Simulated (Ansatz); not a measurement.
Geometry optimisation, RKS PBE-D4/def2-SVP in Ansatz.

input.yaml

```yaml
crystal:
  periodic: [false, false, false]
  atoms:
    - { symbol: Si, position_ang: [0.0, 0.0, 0.0] }
    - { symbol: O, position_ang: [0.0, 0.0, 2.03] }
    - { symbol: H, position_ang: [-0.9095, -0.2814, 2.3671] }
    - { symbol: H, position_ang: [1.3768, 0.0, -0.4862] }
    - { symbol: H, position_ang: [-0.6877, 1.1914, -0.4862] }
    - { symbol: H, position_ang: [-0.6877, -1.1914, -0.4862] }
    - { symbol: "N", position_ang: [1.1065, -1.6802, 0.6685] }
    - { symbol: H, position_ang: [0.6674, -2.6449, 0.6516] }
    - { symbol: H, position_ang: [2.0989, -1.5558, 1.0196] }
    - { symbol: H, position_ang: [0.6843, -1.0392, 1.7311] }
basis:
  gaussian: { orbitals: def2-SVP }
hamiltonian:
  xc: pbe
  dispersion: d4
relax:
  f_tol: 0.15
  max_steps: 25
  restrain:
    - { distance: [0, 6], at: 3.02, k: 30.0 }
    - { distance: [9, 1], at: 2.21, k: 30.0 }
    - { distance: [0, 1], at: 1.68, k: 30.0 }
    - { distance: [9, 6], at: 1.06, k: 30.0 }
output:
  orbitals: {}
```

Launched with:

```bash
$ ansatz run input.yaml --threads 1 --pin off --max-ram 2048MiB --backend cpu --events-out ev --progress --plain --runs-dir out
```

Problem. Where does it end, and by what steps?

Solution. It converged. The restraints hold the end off the free minimum; the threshold counts their pulls, which the force column leaves out. Restrained pairs: Si1–N7 (2.12 → 3.03 Å), O2–H10 (1.28 → 2.21 Å), Si1–O2 (2.03 → 1.69 Å), N7–H10 (1.31 → 1.04 Å). After 13 steps the energy has fallen by 2.418 eV (the restraints' own energy left out); N7 moved furthest, 0.87 Å.

```tsv
step	energy less start (eV)	largest force component (eV/Å)	accepted
0	0.0000	2.960	yes
1	-0.6571	3.267	yes
2	-0.8891	4.570	yes
3	-1.5559	2.671	yes
4	-2.1147	1.627	yes
5	-2.3259	1.065	yes
6	-2.3353	1.073	no
7	-2.3743	0.563	yes
8	-2.3898	0.438	yes
9	-2.4008	0.463	yes
10	-2.3876	0.919	no
11	-2.4099	0.500	yes
12	-2.4156	0.532	yes
13	-2.4185	0.511	yes
```

```xyz
10
Properties=species:S:1:pos:R:3
Si -0.107 0.076 0.108
O -0.239 0.131 1.788
H -1.102 0.457 2.103
H 1.316 0.316 -0.291
H -0.958 1.216 -0.405
H -0.631 -1.177 -0.538
N 1.486 -2.273 1.177
H 0.752 -2.603 0.541
H 2.107 -1.667 0.633
H 1.025 -1.677 1.895
```

Run time: 53 s on 1 thread of Arm Neoverse N1 (shared host), peak memory 0.12 GiB.
